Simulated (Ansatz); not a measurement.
# C2H5Si+ (SMILES C=[SiH][CH2+]): one structure at several levels

The atoms stand at a structure displaced at random from a GFN2-xTB minimum. How far do the functionals agree with CCSD(T) there?

Computed with Ansatz 0.2.0, Gaussian basis. Level: single points in def2-TZVPP.

Cores are frozen in the correlated methods.

### Step 1. The system as given

SMILES `C=[SiH][CH2+]`, 8 atoms, charge 1, spin multiplicity 1.

Atoms are counted from 1 here; the program's logs count them from 0.

Bond lengths: C1–Si2 1.844 Å, C1–H4 1.073 Å, C1–H5 1.053 Å, Si2–C3 1.805 Å, Si2–H6 1.489 Å, C3–H7 1.071 Å, C3–H8 1.123 Å. Angles: Si2–C1–H4 122.1°, Si2–C1–H5 123.2°, H4–C1–H5 114.7°, C1–Si2–C3 108.2°, C1–Si2–H6 126.1°, C3–Si2–H6 125.7°, Si2–C3–H7 126.7°, Si2–C3–H8 122.0°, H7–C3–H8 111.3°.

Coordinates:

```
C    -1.0333    0.7965   -0.7521
Si    0.4264    0.5909    0.3565
C     0.7915   -1.1716    0.4885
H    -1.5370   -0.0422   -1.1923
H    -1.4626    1.7327   -0.9720
H     1.2034    1.6885    0.9951
H     1.5901   -1.6205    1.0432
H     0.1787   -1.9472   -0.0450
```

### Step 2. CCSD(T)/def2-TZVPP

run/in.yaml

```yaml
crystal:
  periodic: [false, false, false]
  atoms:
    - {symbol: C, position_ang: [-1.033300, 0.796500, -0.752100]}
    - {symbol: Si, position_ang: [0.426400, 0.590900, 0.356500]}
    - {symbol: C, position_ang: [0.791500, -1.171600, 0.488500]}
    - {symbol: H, position_ang: [-1.537000, -0.042200, -1.192300]}
    - {symbol: H, position_ang: [-1.462600, 1.732700, -0.972000]}
    - {symbol: H, position_ang: [1.203400, 1.688500, 0.995100]}
    - {symbol: H, position_ang: [1.590100, -1.620500, 1.043200]}
    - {symbol: H, position_ang: [0.178700, -1.947200, -0.045000]}
basis:
  gaussian: {orbitals: def2-TZVPP}
total_charge: 1
correlation: {method: ccsd_t}
output: {forces: true}
```

The command line of these runs was not kept.

### Step 3. PBE0-D4/def2-TZVPP

Changes to run/in.yaml since step 2:

```diff
@@ -14,3 +14,3 @@
 total_charge: 1
-correlation: {method: ccsd_t}
-output: {forces: true}
+hamiltonian: {xc: pbe0, dispersion: d4}
+output: {forces: true, orbitals: {seedname: orbitals}}
```

### Step 4. wB97M-V/def2-TZVPP

Changes to run/in.yaml since step 3:

```diff
@@ -14,3 +14,3 @@
 total_charge: 1
-hamiltonian: {xc: pbe0, dispersion: d4}
-output: {forces: true, orbitals: {seedname: orbitals}}
+hamiltonian: {xc: {name: wB97M-V}}
+output: {forces: true}
```

### Step 5. r2SCAN-D4/def2-TZVPP

Changes to run/in.yaml since step 4:

```diff
@@ -14,3 +14,3 @@
 total_charge: 1
-hamiltonian: {xc: {name: wB97M-V}}
+hamiltonian: {xc: r2scan, dispersion: d4}
 output: {forces: true}
```

### Step 6. PBE-D4/def2-TZVPP

Changes to run/in.yaml since step 5:

```diff
@@ -14,3 +14,3 @@
 total_charge: 1
-hamiltonian: {xc: r2scan, dispersion: d4}
+hamiltonian: {xc: pbe, dispersion: d4}
 output: {forces: true}
```

### Step 7. CAM-B3LYP-D4/def2-TZVPP

Changes to run/in.yaml since step 6:

```diff
@@ -14,3 +14,3 @@
 total_charge: 1
-hamiltonian: {xc: pbe, dispersion: d4}
+hamiltonian: {xc: {name: CAM-B3LYP}, dispersion: d4}
 output: {forces: true}
```

### Step 8. B97M-V/def2-TZVPP

Changes to run/in.yaml since step 7:

```diff
@@ -14,3 +14,3 @@
 total_charge: 1
-hamiltonian: {xc: {name: CAM-B3LYP}, dispersion: d4}
+hamiltonian: {xc: {name: B97M-V}}
 output: {forces: true}
```

(Steps that only read results are left out.)

**Question.** What will these runs give? Wanted: energy less free atoms, CCSD(T)/def2-TZVPP; RMS force component; RMS force error; HOMO and LUMO, PBE0-D4; T1 diagnostic.

As calculated:

| quantity | value |
| --- | --- |
| energy less free atoms, CCSD(T)/def2-TZVPP | -20.012 eV |
| RMS force component | 0.711 to 0.831 eV/Å over the methods |
| RMS force error | PBE0-D4 0.140, wB97M-V 0.199, r2SCAN-D4 0.102, PBE-D4 0.146, CAM-B3LYP-D4 0.194, B97M-V 0.123 eV/Å |
| HOMO and LUMO, PBE0-D4 | -13.21 and -10.19 eV |
| T1 diagnostic | 0.032 |

**Reading.** Against CCSD(T) the functionals' energies less atoms differ by -1.134 to -0.340 eV, PBE-D4 by -1.134 eV. The reference is not at the basis limit: in triple zeta CCSD(T) underbinds, which counts against methods that bind more; the gaps are no ranking. For forces r2SCAN-D4 does best and wB97M-V worst. Frozen-core CCSD(T) forces in triple zeta carry basis errors of their own, and this is one geometry, so small gaps rank nothing. The T1 diagnostic is large here, over the usual mark for main-group molecules (transition-metal compounds often pass it harmlessly), so CCSD(T) itself may be off. The restricted Hartree–Fock reference is unstable towards an unrestricted one at one or more of these structures. The program raised a warning in one or more of these runs; the logs name it.
